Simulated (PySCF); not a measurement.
**Boron: a sound run and one with changed settings**

Sound run: B [He] 2s2 2p1, B⁺ [He] 2s2. All numbers are calculated (PySCF 2.14, no relativity, point nucleus, in cc-pVTZ). In the sound run the correlated levels freeze 1s2. The sound run starts from symmetry-adapted Hartree-Fock orbitals and uses a fine grid where one is needed.

Changed run: a valence shell is frozen. This setting is unsound on purpose.

Ionisation energy of B:

```
 method  sound run (eV)  changed run (eV)
    UHF           8.038             8.038
    MP2           8.261             8.038
SCS-MP2           8.230             8.038
   CCSD           8.172             8.038
CCSD(T)           8.208             8.038
  CCSDT             n/a             8.038
    FCI             n/a             8.038
```

Freezing a valence shell removes pair correlation that changes on ionisation.

For comparison, NIST gives 8.298 eV between the lowest levels.
